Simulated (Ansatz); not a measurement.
Predict the output of the script below (Ansatz 0.2.0, Python API).

Script `cas_c3h3.py`:
```python
"""Active-space calculation on C3H3(+)."""

import ansatz

config = {
    "basis_set": "cc-pVDZ",
    "charge": 1,
}

GEOMETRY = """
C    -0.56730   -0.51990   -0.30790
C    -0.17270    0.74710   -0.31460
C     0.80930   -0.25470   -0.50460
H    -1.18960   -0.95790    0.44830
H    -0.43400    1.46820    0.43550
H     1.55430   -0.48280    0.24330
"""

geometry = ansatz.Crystal.molecule()
for line in GEOMETRY.strip().splitlines():
    symbol, *xyz = line.split()
    geometry = geometry.atom(symbol, [float(v) for v in xyz])

calculation = (
    geometry.calculation()
    .basis(gaussian=config["basis_set"])
    .charge(config["charge"])
    .correlation(active_electrons=6, active_orbitals=6)
)
for method in ["sc_nevpt2"]:
    summary = (calculation if method is None else calculation.correlation(method)).run(threads=1, backend="cpu").report
    space = summary["configurations"]
    state = space["states"][0]
    print(method or "casscf", f"total {summary['free_energy_ev'] / 27.211386246:.6f} Ha, active-space state {state['energy']['hartree']:.6f} Ha, mean field {summary['reference_energy_ev'] / 27.211386246:.6f} Ha")
    print("  determinants", state["n_determinants"], " natural occupations", [round(n, 3) for n in space["natural_occupations"]])
```

```console
$ python cas_c3h3.py
RunWarning: the results are in doubt because another end's mean lies 0.015 eV lower, and its corrected mean 0.143 eV higher
sc_nevpt2 total -115.265053 Ha, active-space state -114.991200 Ha, mean field -114.907465 Ha
  determinants 400  natural occupations [1.966, 1.956, 1.916, 0.074, 0.054, 0.034]
```
(Warnings from the package without file and line.)

What to keep in mind:
- Total energies depend on the basis set; only differences at equal settings carry meaning.
- The geometry is a force-field or estimated start, not a minimum of this method, and the basis set is short of its limit. The active space starts as a window about the frontier orbitals and is then optimised, not chosen by chemistry.
- A lower CASSCF solution was found and passed over, so the printed active-space state isn't the lowest.
- Finished in 2.5 s on 1 thread of Arm Neoverse V1, with other jobs on the host, peak memory 0.15 GiB.

(Lines on the test bed's own set-up are left out of the output.)
